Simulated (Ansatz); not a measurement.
C$_{4}$H$_{4}$FN (`Fc1ccc[nH]1`). The species carries charge 0 and has multiplicity 1.

```xyz
10

F    -1.665    0.199    1.771
C    -0.773    0.168    0.792
C    -0.360    1.142   -0.064
C     0.615    0.524   -0.897
C     0.743   -0.780   -0.510
N    -0.121   -0.990    0.537
H    -0.710    2.161   -0.088
H     1.161    0.999   -1.697
H     1.369   -1.574   -0.883
H    -0.258   -1.848    1.039
```

Q: List the harmonic frequencies (cm⁻¹, unscaled) at PBE0-D4/def2-TZVP in Ansatz. (Best estimate.)

A: Computed: 293, 424, 426, 623, 637, 669, 698, 781, 853, 891, 1003, 1042, 1109, 1146, 1277, 1300, 1439, 1521, 1537, 1657, 3265, 3287, 3294, 3700.

Q: Is this a minimum?

A: Yes, all 24 modes are real.

Q: Give the ideal-gas thermochemistry at 298.15 K and 1 bar (rigid rotor, harmonic oscillator; point group Cs, symmetry number 1).

A: Zero-point energy 196.6 kJ/mol; H(298) − E = 211.5 kJ/mol; entropy 295.4 J/(mol·K), of which translation 164.3, rotation 107.8, vibration 23.4; G(298) − E = 123.4 kJ/mol.
